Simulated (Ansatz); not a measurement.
# AlBH5N: one structure at several levels

An exercise on one series of results from a longer session: the logs are not shown, and one member is left open.

Computed with Ansatz 0.2.0, Gaussian basis. Level: single points in def2-TZVPP.

Correlated methods freeze the cores.

## The system as given

SMILES `N[BH][AlH2]`, 8 atoms, charge 0, spin multiplicity 1.

Atoms are counted from 1 here; the program's logs count them from 0.

Bond lengths: N1–B2 1.385 Å, N1–H4 1.001 Å, N1–H5 1.106 Å, B2–Al3 2.186 Å, B2–H6 1.083 Å, Al3–H7 1.637 Å, Al3–H8 1.653 Å. Angles: B2–N1–H4 133.8°, B2–N1–H5 111.1°, H4–N1–H5 114.8°, N1–B2–Al3 98.8°, N1–B2–H6 131.2°, Al3–B2–H6 129.7°, B2–Al3–H7 108.2°, B2–Al3–H8 143.8°, H7–Al3–H8 108.0°.

As a file:

```
N    -1.0544    0.4974   -0.4955
B     0.0633    0.9795    0.1645
Al    1.1259   -0.9097    0.4445
H    -1.4106   -0.4202   -0.6755
H    -1.7294    1.3228   -0.7910
H     0.3800    1.9915    0.3867
H     0.2333   -2.1042   -0.2314
H     2.4955   -1.5897    1.0736
```

Set-up of the first run:

Contents of run/in.yaml:

```yaml
crystal:
  periodic: [false, false, false]
  atoms:
    - {symbol: N, position_ang: [-1.054400, 0.497400, -0.495500]}
    - {symbol: B, position_ang: [0.063300, 0.979500, 0.164500]}
    - {symbol: Al, position_ang: [1.125900, -0.909700, 0.444500]}
    - {symbol: H, position_ang: [-1.410600, -0.420200, -0.675500]}
    - {symbol: H, position_ang: [-1.729400, 1.322800, -0.791000]}
    - {symbol: H, position_ang: [0.380000, 1.991500, 0.386700]}
    - {symbol: H, position_ang: [0.233300, -2.104200, -0.231400]}
    - {symbol: H, position_ang: [2.495500, -1.589700, 1.073600]}
basis:
  gaussian: {orbitals: def2-TZVPP}
correlation: {method: ccsd_t}
output: {forces: true}
```

The command line of these runs was not kept.

Steps of the session up to this table: CCSD(T)/def2-TZVPP; PBE0-D4/def2-TZVPP; wB97M-V/def2-TZVPP; r2SCAN-D4/def2-TZVPP; PBE-D4/def2-TZVPP; BLYP-D4/def2-TZVPP; BHLYP-D4/def2-TZVPP.

One table of the session follows, with a row left open; its other results are not shown here.

```
   method  RMS force component (eV/Å)  angle to CCSD(T) forces (°)  dipole (D)
  CCSD(T)                       1.814                    reference        2.82
  PBE0-D4                       1.820                          4.9        2.82
  wB97M-V                           ?                            ?           ?
r2SCAN-D4                       1.785                          3.9        2.87
   PBE-D4                       1.745                          6.4        2.87
  BLYP-D4                       1.708                          5.0        2.84
 BHLYP-D4                       1.866                          6.1        2.76
```

**Question.** Estimate the row for wB97M-V.

As computed: RMS force component (eV/Å): 1.801; angle to CCSD(T) forces (°): 3.4; dipole (D): 2.84. In the column «RMS force component (eV/Å)» it lies between r2SCAN-D4 (1.785) and CCSD(T) (1.814).
